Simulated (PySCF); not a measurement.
The electron affinity along group 16

All values are computed (PySCF 2.14, energy differences of UHF-based or UKS calculations, no spin-orbit coupling). Values in eV. The last column holds reference values (measured affinities from photodetachment; the arrow runs from anion to atom). Unmarked ones compare directly (S terms, centres of terms, or small fine structure); those marked * lie between the lowest fine-structure levels and include a spin-orbit shift.

```tsv
element	configurations	UHF	LDA	PBE	r2SCAN	MP2 (valence and next inner shell)	SCS-MP2 (valence and next inner shell)	reference
O (x2c-QZVPPall with one added diffuse shell each of s, p, d, f type, spin-free X2C)	[He] 2s2 2p5 → [He] 2s2 2p4	-0.583	2.056	1.773	1.504	1.465	1.437	1.461
S (x2c-QZVPPall with one added diffuse shell each of s, p, d, f type, spin-free X2C)	[Ne] 3s2 3p5 → [Ne] 3s2 3p4	0.869	2.382	2.154	2.113	1.981	1.988	2.077 *
Se (x2c-QZVPPall with one added diffuse shell each of s, p, d, f type, spin-free X2C)	[Ar] 3d10 4s2 4p5 → [Ar] 3d10 4s2 4p4	0.926	2.346	2.092	2.057	1.941	1.935	2.021 *
Te (x2c-QZVPPall with one added diffuse shell each of s, p, d, f type, spin-free X2C)	[Kr] 4d10 5s2 5p5 → [Kr] 4d10 5s2 5p4	1.055	2.324	2.076	2.037	1.967	1.953	1.971 *
```

The highest occupied level of the anion is positive for O⁻ at LDA, PBE, r2SCAN; S⁻ at LDA, PBE, r2SCAN; Se⁻ at LDA, PBE, r2SCAN; Te⁻ at LDA, PBE, r2SCAN, so there the basis helps to hold the electron.

"Valence" correlates the outer s and p shells and, in groups 3 to 12 and the f block, the outer d or f shell, open or full, or the next shell where the ion has no valence electron left; the wider scheme adds the next inner shell.
